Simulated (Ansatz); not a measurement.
Molecule (SMILES): [N+]([O-])#N.
Atoms: N1, N2, O3. Bonds: N1-N2, N2-O3.

Basis-set convergence of the highest harmonic wavenumber at PBE with Ansatz (a quantum-chemistry and plane-wave program). Each level at its own minimum, finite differences of forces, unscaled; the reference is a large set that could be run, not a limit. All functions are spherical. No added dispersion term, no relativity. Reference: the value in def2-QZVPP, 2279 cm⁻¹, itself unsure by roughly 2 cm⁻¹ (its mean distance from cc-pVQZ, aug-pcseg-2, aug-cc-pVTZ). Deviations are taken from unrounded values.

```tsv
basis	functions	highest harmonic wavenumber (cm⁻¹)
cc-pVDZ	42	2309
aug-cc-pVDZ	69	2284
def2-SVP	42	2359
def2-SVPD	63	2336
pcseg-1	42	2295
aug-pcseg-1	69	2289
6-311G**	54	2298
6-311+G**	66	2286
cc-pVTZ	90	2287
aug-cc-pVTZ	138	2277
pcseg-2	90	2279
aug-pcseg-2	138	2279
def2-TZVPP	93	2284
def2-TZVPPD	114	2283
```

What the diffuse functions change, pair by pair:
- cc-pVDZ to aug-cc-pVDZ: 27 more functions, deviation 30 to 5 cm⁻¹
- def2-SVP to def2-SVPD: 21 more functions, deviation 80 to 57 cm⁻¹
- pcseg-1 to aug-pcseg-1: 27 more functions, deviation 15 to 10 cm⁻¹
- 6-311G** to 6-311+G**: 12 more functions, deviation 19 to 7 cm⁻¹
- cc-pVTZ to aug-cc-pVTZ: 48 more functions, deviation 7 to -3 cm⁻¹
- pcseg-2 to aug-pcseg-2: 48 more functions, deviation 0 to 0 cm⁻¹
- def2-TZVPP to def2-TZVPPD: 21 more functions, deviation 4 to 3 cm⁻¹

They bring the value nearer the reference by more than 2 cm⁻¹ in 5 of 7 pairs.
